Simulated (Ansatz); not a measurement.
## Worked example: H₂C–SH, quartet against H2C–SH, doublet

Geometry (PBE0/def2-TZVP stationary point of a doublet), kept for both states (H2C–SH, doublet: A''; H2C–SH, quartet: A'):

```yaml
atoms:
  - { symbol: C, position_ang: [0.0000, 0.0496, 1.1796] }
  - { symbol: S, position_ang: [0.0000, -0.0617, -0.5242] }
  - { symbol: H, position_ang: [0.0000, 0.9990, 1.6902] }
  - { symbol: H, position_ang: [0.0000, -0.8792, 1.7290] }
  - { symbol: H, position_ang: [0.0000, 1.2516, -0.7998] }
```

Basis cc-pVDZ; Ansatz 0.2.0. Only valence electrons are correlated (noble-gas cores frozen). R marks a restricted (for open shells ROHF) determinant, U an unrestricted one.

Full CI isn't at hand for all of this; UCCSDT(Q) serves as the reference, and is uncertain by the last step of the cluster series or more.

| level | E(H2C–SH, doublet) (hartree) | E(H2C–SH, quartet) (hartree) |
| --- | --- | --- |
| UHF | -437.097686 | -436.877612 |
| UMP2 | -437.353893 | -437.109002 |
| UCCSD(T) | -437.396396 | -437.153439 |
| PBE | -437.807282 | -437.568966 |
| r2SCAN | -437.988215 | -437.751717 |
| UCCSDT(Q) | -437.397740 | -437.154776 |

Q: Give the vertical gap, H2C–SH quartet less H2C–SH doublet, at each level in eV (1 hartree = 27.2114 eV), and each error against UCCSDT(Q).

A: UCCSDT(Q): (-437.154776 − (-437.397740)) × 27.2114 = 6.611 eV (the reference)
r2SCAN: (-437.751717 − (-437.988215)) × 27.2114 = 6.435 eV, error -0.176 eV
PBE: (-437.568966 − (-437.807282)) × 27.2114 = 6.485 eV, error -0.126 eV
UCCSD(T): (-437.153439 − (-437.396396)) × 27.2114 = 6.611 eV, error 0.000 eV
UMP2: (-437.109002 − (-437.353893)) × 27.2114 = 6.664 eV, error 0.053 eV
UHF: (-436.877612 − (-437.097686)) × 27.2114 = 5.989 eV, error -0.622 eV

Total energies of functionals can't be set beside those of wave-function methods, since they hold the core's correlation and their own absolute errors; only the differences compare.

In so small a basis the reference is far from its limit while semilocal and hybrid functionals are nearer theirs, so the functionals' errors here hold much of the reference's basis and frozen-core error, which can add to them or hide them.

Each level lands on the state that its own search finds. T1 diagnostics of restricted CCSD: 0.022 and 0.022.
